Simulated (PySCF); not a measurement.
**Beryllium: a sound run and one with changed settings**

Sound run: Be [He] 2s2, Be⁺ [He] 2s1. Calculation: PySCF 2.14, in aug-cc-pVDZ-DK; the spin-free X2C one-electron Hamiltonian (Gaussian nucleus). In the sound run the correlated levels freeze 1s2. The sound run starts from symmetry-adapted Hartree-Fock orbitals and uses a fine grid where one is needed.

Changed run: initial guess sap, at most 50 SCF cycles, level shift 2.0 hartree.

| species | method | sound run (hartree) | changed run (hartree) | converged |
| --- | --- | --- | --- | --- |
| Be | UHF | -14.57489 | -14.57489 | yes |
| Be | MN15 | -14.66165 | -14.66165 | yes |
| Be | PBE | -14.63034 | -14.63034 | no |
| Be | MP2 | -14.60066 | -14.58013 | yes |
| Be | CCSD(T) | -14.61939 | -14.61939 | yes |
| Be⁺ | UHF | -14.27811 | -14.27811 | yes |
| Be⁺ | MN15 | -14.33095 | -14.33095 | yes |
| Be⁺ | PBE | -14.29809 | -14.29809 | yes |

Ionisation energy of Be:

```tsv
method	sound run (eV)	changed run (eV)
UHF	8.076	8.076
MN15	8.999	8.999
MP2	8.777	8.218
SCS-MP2	8.917	8.247
CCSD	9.287	9.287
CCSD(T)	9.287	9.287
CCSDT	9.287	9.287
FCI	9.287	9.287
```

A level shift leaves the converged SCF energy unchanged but raises the virtual orbital energies, which shrinks MP2 if it is not removed.

For comparison, NIST gives 9.323 eV between the lowest levels.
